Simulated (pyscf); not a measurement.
Single points on ωB97X-D3(BJ)/def2-SVP structures (PySCF, gas phase).

**Question.** Estimate by transition-state theory the rate constant of `[CH3][N]([CH3])[Ge]([NH2])([NH2])[NH2]` + `[OH2]` -> `[CH3][NH][CH3]` + `[NH2][Ge]([NH2])([NH2])[OH]` (singlet surface; Ge–N, H–O broken, H–N, Ge–O formed) at 1200 K, with ωB97M-D3(BJ)/def2-TZVP energies (ideal gas, 1 atm, RRHO with modes under 100 cm⁻¹ raised to 100, one conformer, R ln 2 for chiral ones without a mode under 150 cm⁻¹; no tunnelling).

**Answer.** The electronic barrier is 6.0 kcal/mol and the thermal terms add +47.7, so ΔG‡ = 53.8 kcal/mol. With k_BT/h = 2.50e+13 s⁻¹ and RT = 2.385 kcal/mol, and a volume of 1.64e-19 cm³ per molecule at 1 atm, k = 6.6e-16 cm³ molecule⁻¹ s⁻¹. Wigner's tunnelling factor for 913i cm⁻¹ would be 1.05. A shift of 1 kcal/mol in the barrier changes k by a factor 1.5. On the reactant side the descent ends in a bound adduct, 10.8 kcal/mol under the separated species and 16.7 kcal/mol under the saddle at ωB97X-D3(BJ)/def2-TZVP. On the product side the descent ends in an adduct with a Ge–N contact, 2.8 kcal/mol over the separated species and 9.8 kcal/mol under the saddle at ωB97X-D3(BJ)/def2-TZVP. What is counted as broken (Ge–N) persists as a longer contact in the product adduct; parting that adduct is a step of its own. H₃C–NH–CH₃ lies 7.8 kcal/mol over its isomer H₃C–CH₂–NH₂ (electronic energy, ωB97M-D3(BJ)/def2-TZVP). This is the saddle that the search found; another between the same sides may lie lower. Elements up to Kr have no core potential and no relativistic terms here.
